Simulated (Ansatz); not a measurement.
**What each rung costs, and what it gives**

Saddle point of C2H6Cl, doublet (CH₃Cl ([CH3][Cl]) + CH₃ → CH₃Cl ([CH3][Cl]) + CH₃; bonds formed: Cl1–C3; bonds broken: Cl1–C2), PBE0-D4/def2-TZVP structure:

Cl1  (0.009, -0.003, 0.003)
C2  (-0.489, 0.342, 1.975)
C3  (0.488, -0.342, -1.975)
H4  (-0.300, 1.402, 2.100)
H5  (-1.533, 0.058, 2.023)
H6  (0.184, -0.307, 2.523)
H7  (1.572, -0.366, -1.972)
H8  (0.054, 0.508, -2.487)
H9  (0.013, -1.292, -2.189)
(Å)

Barriers are electronic and count from the start structure reached by relaxing down the imaginary mode. Spin–orbit coupling is left out.

Ansatz 0.2.0; basis: as named in each row; cores frozen in the correlated methods; orbitals are unrestricted. B3LYP uses VWN-RPA correlation. Extrapolation: Hartree–Fock as exp(−7.88 √X), correlation as X^−2.97.

Times are rough, for one single point on 4 threads of a shared host (Arm Neoverse V2).

The estimate by CCSD(T) at an estimated basis limit (MP2 extrapolated from triple and quadruple zeta, plus CCSD(T) − MP2 in triple zeta) is 0.841 eV.

```json
{"method": "HF", "basis": "STO-3G", "time (s)": "under 1", "barrier (eV)": "1.381", "method less estimate": "0.540"}
{"method": "PBE-D4", "basis": "STO-3G", "time (s)": "under 1", "barrier (eV)": "0.218", "method less estimate": "-0.623"}
{"method": "SPW92", "basis": "def2-SVP", "time (s)": "under 1", "barrier (eV)": "0.232", "method less estimate": "-0.609"}
{"method": "B3LYP-D4", "basis": "6-31G", "time (s)": "under 1", "barrier (eV)": "0.550", "method less estimate": "-0.291"}
{"method": "PBE-D4", "basis": "def2-SVP", "time (s)": "under 1", "barrier (eV)": "0.493", "method less estimate": "-0.348"}
{"method": "PBE0-D4", "basis": "def2-SVP", "time (s)": "under 1", "barrier (eV)": "0.726", "method less estimate": "-0.115"}
{"method": "SPW92", "basis": "def2-TZVPP", "time (s)": "under 1", "barrier (eV)": "0.234", "method less estimate": "-0.607"}
{"method": "PBE-D4", "basis": "def2-TZVPP", "time (s)": "1", "barrier (eV)": "0.489", "method less estimate": "-0.352"}
{"method": "BLYP-D4", "basis": "def2-TZVPP", "time (s)": "1", "barrier (eV)": "0.518", "method less estimate": "-0.323"}
{"method": "PBE0-D4", "basis": "def2-TZVPP", "time (s)": "2", "barrier (eV)": "0.717", "method less estimate": "-0.124"}
{"method": "B3LYP-D4", "basis": "def2-TZVPP", "time (s)": "2", "barrier (eV)": "0.697", "method less estimate": "-0.144"}
{"method": "BHLYP-D4", "basis": "def2-TZVPP", "time (s)": "2", "barrier (eV)": "0.941", "method less estimate": "0.100"}
{"method": "CAM-B3LYP-D4", "basis": "def2-TZVPP", "time (s)": "2", "barrier (eV)": "0.842", "method less estimate": "0.001"}
{"method": "CCSD(T)", "basis": "def2-SVP", "time (s)": "3", "barrier (eV)": "1.044", "method less estimate": "0.203"}
{"method": "B2PLYP", "basis": "def2-TZVPP", "time (s)": "3", "barrier (eV)": "0.815", "method less estimate": "-0.026"}
{"method": "PBE-QIDH", "basis": "def2-TZVPP", "time (s)": "3", "barrier (eV)": "0.905", "method less estimate": "0.064"}
{"method": "wB97M-V", "basis": "def2-SVP", "time (s)": "3", "barrier (eV)": "0.876", "method less estimate": "0.035"}
{"method": "r2SCAN-D4", "basis": "def2-TZVPP", "time (s)": "3", "barrier (eV)": "0.629", "method less estimate": "-0.212"}
{"method": "r2SCAN0-D4", "basis": "def2-TZVPP", "time (s)": "3", "barrier (eV)": "0.782", "method less estimate": "-0.059"}
{"method": "RPA on PBE", "basis": "def2-TZVPP", "time (s)": "4", "barrier (eV)": "0.852", "method less estimate": "0.011"}
{"method": "B97M-V", "basis": "def2-TZVPP", "time (s)": "6", "barrier (eV)": "0.756", "method less estimate": "-0.085"}
{"method": "wB97X-V", "basis": "def2-TZVPP", "time (s)": "6", "barrier (eV)": "0.889", "method less estimate": "0.048"}
{"method": "wB97M-V", "basis": "def2-TZVPP", "time (s)": "6", "barrier (eV)": "0.889", "method less estimate": "0.048"}
{"method": "MP2", "basis": "def2-QZVPP", "time (s)": "9", "barrier (eV)": "1.020", "method less estimate": "0.179"}
{"method": "CCSD(T)", "basis": "def2-TZVPP", "time (s)": "80", "barrier (eV)": "0.887", "method less estimate": "0.046"}
```

All methods are single points on the PBE0-D4 structures.

T1 diagnostic: at most 0.020. ⟨S²⟩ of the unrestricted Hartree–Fock references: 0.76 to 0.88 (a pure state has 0.75). The unrestricted reference is spin-contaminated, which hurts MP2 most.

Labels in which every atom is bracketed show which atoms are joined, not bond orders.
